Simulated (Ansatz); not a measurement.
# AlBO+ (doublet): from Hartree-Fock to the top rungs, cc-pVDZ

How much of the correlation energy of AlBO+ (doublet) does each wave-function method recover here?

Program: Ansatz 0.2.0, Gaussian basis. Level of theory: cc-pVDZ, core rule «outside noble gas», up to 7 orbitals frozen. These are calculated values, not measurements.

The runs, in order: UHF; CCSD(T) on ROHF; CCSD(T) on UHF; BCCD(T) on ROHF; CISD; CCSDT(Q) on ROHF; CCSDT(Q) on UHF; CASSCF and MRCISD+Q, 11 electrons in 12 orbitals; CASSCF and NEVPT2, 11 electrons in 12 orbitals.

5 further runs of the same task are left out: 2 for a known fault of the program, 3 set aside as unsound or not needed.

## 1. The geometry

The geometry is a PBE0/def2-TZVP stationary point (not a proven minimum) of the parent state, kept for this charge and spin.

3 atoms, charge 1, spin multiplicity 2.

Atoms are counted from 1 here; the program's logs count them from 0.

Bond lengths: Al1–O2 1.757 Å, O2–B3 1.280 Å. Angles: Al1–O2–B3 180.0°.

## 2. UHF

The input, in.yaml:

```yaml
crystal:
  periodic: [false, false, false]
  atoms:
    - {symbol: Al, position_ang: [0.000000, 0.000000, 1.597900]}
    - {symbol: O, position_ang: [0.000000, 0.000000, -0.158800]}
    - {symbol: B, position_ang: [0.000000, 0.000000, -1.439100]}
basis:
  gaussian: {orbitals: cc-pVDZ}
total_charge: 1
magnetization: {spin_polarized: true, initial_magnetization: 1}
hamiltonian: {xc: hf}
output: {orbitals: {seedname: orbitals}}
```

Started as:

```sh
$ ansatz run in.yaml --threads 1 --pin off --events-out ev --progress --plain --max-ram 2816MiB --backend cpu
```

The runs that follow: CCSD(T) on ROHF; CCSD(T) on UHF; BCCD(T) on ROHF; CISD; CCSDT(Q) on ROHF; CCSDT(Q) on UHF; CASSCF and MRCISD+Q, 11 electrons in 12 orbitals; CASSCF and NEVPT2, 11 electrons in 12 orbitals.

**Question.** What will the summary of the whole plan be? Wanted: UCCSDT(Q) below the RHF energy; RMP2 from UCCSDT(Q); UMP2 from UCCSDT(Q); RCCSD from UCCSDT(Q); RCCSD(T) from UCCSDT(Q); UCCSD(T) from UCCSDT(Q); RCCSDT(Q) from UCCSDT(Q); NEVPT2 valence from UCCSDT(Q); MRCISD+Q valence from UCCSDT(Q).

As calculated:

| quantity | value |
| --- | --- |
| UCCSDT(Q) below the RHF energy | -7.9190 eV |
| RMP2 from UCCSDT(Q) | +78.4 kJ/mol |
| UMP2 from UCCSDT(Q) | +76.1 kJ/mol |
| RCCSD from UCCSDT(Q) | +30.8 kJ/mol |
| RCCSD(T) from UCCSDT(Q) | +5.6 kJ/mol |
| UCCSD(T) from UCCSDT(Q) | +5.6 kJ/mol |
| RCCSDT(Q) from UCCSDT(Q) | +1.2 kJ/mol |
| NEVPT2 valence from UCCSDT(Q) | +83.0 kJ/mol |
| MRCISD+Q valence from UCCSDT(Q) | +14.1 kJ/mol |
| levels within 1 kcal/mol (43 meV) | RCCSDT, UCCSDT, RCCSDT(Q) |
| T1 diagnostic | 0.039 |
| effectively unpaired electrons | 1.11 |

What this shows: RCCSD(T) misses by +5.6 kJ/mol, 0.7 % of the correlation energy. One determinant dominates. Of the multireference levels listed MRCISD+Q valence comes nearest in total energy (+14.1 kJ/mol), which doesn't show that its space is the better one. These misses are within one basis, not against nature; the frozen cores of restricted and unrestricted runs differ, which can shift their rows.
